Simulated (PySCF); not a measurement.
PySCF input file for tetrafluoromethane (CF4), SMILES FC(F)(F)F, TDDFT-LC-ωPBE/def2-SVPD. Geometry: B3LYP-D3(BJ)/def2-SVP.

```python
import numpy as np
from pyscf import gto, scf, dft, tdscf

mol = gto.M(
    atom='''
    F     0.76382849   -0.76382849    0.76382849
    C     0.00000000    0.00000000    0.00000000
    F    -0.76382849   -0.76382849   -0.76382849
    F    -0.76382849    0.76382849    0.76382849
    F     0.76382849    0.76382849   -0.76382849
    ''',
    basis='def2-SVPD',
    charge=0,
    spin=0,
    symmetry=True,
    max_memory=1600,
    verbose=4,
)
mf = dft.RKS(mol, xc='lc_wpbe').density_fit(auxbasis='def2-universal-jkfit')
mf.grids.level = 3
mf.conv_tol = 1e-9
mf.max_cycle = 100
mf.kernel()
mf.grids = dft.Grids(mol).set(level=1).build(with_non0tab=True)  # coarser grid for the response kernel
td = tdscf.TDDFT(mf)
td.singlet = True
td.nstates = 10
td.conv_tol = 1e-4
td.positive_eig_threshold = 1e-6
td.kernel(x0=td.get_init_guess(mf, 15))
td.analyze()
tt = tdscf.TDA(mf)
tt.singlet = False
tt.nstates = 4
tt.conv_tol = 1e-4
tt.positive_eig_threshold = 1e-6
tt.kernel(x0=tt.get_init_guess(mf, 9))
tt.analyze(verbose=3)
```

Program output:

```
PySCF version 2.14.0

[INPUT] verbose = 4
[INPUT] num. atoms = 5
[INPUT] num. electrons = 42
[INPUT] charge = 0
[INPUT] spin (= nelec alpha-beta = 2S) = 0
[INPUT] symmetry True subgroup None
[INPUT] Mole.unit = angstrom
[INPUT] Symbol           X                Y                Z      unit          X                Y                Z       unit  Magmom
[INPUT]  1 F      0.763828490000  -0.763828490000   0.763828490000 AA    1.443426652240  -1.443426652240   1.443426652240 Bohr   0.0
[INPUT]  2 C      0.000000000000   0.000000000000   0.000000000000 AA    0.000000000000   0.000000000000   0.000000000000 Bohr   0.0
[INPUT]  3 F     -0.763828490000  -0.763828490000  -0.763828490000 AA   -1.443426652240  -1.443426652240  -1.443426652240 Bohr   0.0
[INPUT]  4 F     -0.763828490000   0.763828490000   0.763828490000 AA   -1.443426652240   1.443426652240   1.443426652240 Bohr   0.0
[INPUT]  5 F      0.763828490000   0.763828490000  -0.763828490000 AA    1.443426652240   1.443426652240  -1.443426652240 Bohr   0.0

nuclear repulsion = 205.437945539589
point group symmetry = Td, use subgroup D2
symmetry origin: [0. 0. 0.]
symmetry axis x: [ 1.00000000e+00  9.61481343e-17 -2.88444403e-16]
symmetry axis y: [-9.61481343e-17  1.00000000e+00  9.61481343e-17]
symmetry axis z: [ 2.88444403e-16 -9.61481343e-17  1.00000000e+00]
num. orbitals of irrep A = 31
num. orbitals of irrep B1 = 27
num. orbitals of irrep B2 = 27
num. orbitals of irrep B3 = 27
number of shells = 44
number of NR pGTOs = 162
number of NR cGTOs = 112
basis = def2-SVPD
ecp = {}


[settings echo left out]
init E= -437.737943779565
HOMO (B1) = -0.531254121928437  LUMO (A) = 0.0734904876560001  gap/eV = 16.45594
cycle= 1 E= -436.743453303797  delta_E= 0.994  |g|= 1.08  |ddm|= 2.38
HOMO (B3) = -0.551791638596104  LUMO (A) = 0.0766193806762878  gap/eV = 17.09993
cycle= 2 E= -436.764704886568  delta_E= -0.0213  |g|= 1.14  |ddm|= 1.55
HOMO (B3) = -0.589134278472429  LUMO (A) = 0.0820175432296528  gap/eV = 18.26297
cycle= 3 E= -436.957453958189  delta_E= -0.193  |g|= 0.0596  |ddm|= 0.764
HOMO (B1) = -0.572598479271525  LUMO (A) = 0.084078260109691  gap/eV = 17.86908
cycle= 4 E= -436.95801003487  delta_E= -0.000556  |g|= 0.0136  |ddm|= 0.0482
HOMO (B2) = -0.575007617558409  LUMO (A) = 0.084015479474318  gap/eV = 17.93293
cycle= 5 E= -436.958056821676  delta_E= -4.68e-05  |g|= 0.00167  |ddm|= 0.0169
HOMO (B1) = -0.574834094822484  LUMO (A) = 0.0840401165784708  gap/eV = 17.92888
cycle= 6 E= -436.958057921829  delta_E= -1.1e-06  |g|= 0.00033  |ddm|= 0.00331
HOMO (B1) = -0.574891963627699  LUMO (A) = 0.0840342146430477  gap/eV = 17.93029
cycle= 7 E= -436.958057975225  delta_E= -5.34e-08  |g|= 5.02e-05  |ddm|= 0.000627
HOMO (B2) = -0.574892863659771  LUMO (A) = 0.084034406428672  gap/eV = 17.93032
cycle= 8 E= -436.958057976923  delta_E= -1.7e-09  |g|= 5.99e-06  |ddm|= 0.000113
HOMO (B3) = -0.574892944257784  LUMO (A) = 0.0840343342086012  gap/eV = 17.93032
cycle= 9 E= -436.958057976945  delta_E= -2.26e-11  |g|= 4.78e-07  |ddm|= 1.34e-05
HOMO (B3) = -0.574892904603913  LUMO (A) = 0.0840343358601037  gap/eV = 17.93032
Extra cycle  E= -436.958057976943  delta_E= 2.73e-12  |g|= 1.39e-07  |ddm|= 1.16e-06
converged SCF energy = -436.958057976943
tot grids = 26384
Overwritten attributes  positive_eig_threshold  of <class 'pyscf.tdscf.rks.TDDFT'>


******** <class 'pyscf.tdscf.rks.TDDFT'> for <class 'pyscf.df.df_jk.DFSymAdaptedRKS'> ********
nstates = 10 singlet
deg_eia_thresh = 1.000e-03
wfnsym = None
conv_tol = 0.0001
eigh lindep = 1e-12
eigh level_shift = 0
eigh max_cycle = 100


[traceback left out]
ValueError: could not broadcast input array from shape (241,) into shape (248,)
```

The run crashed.
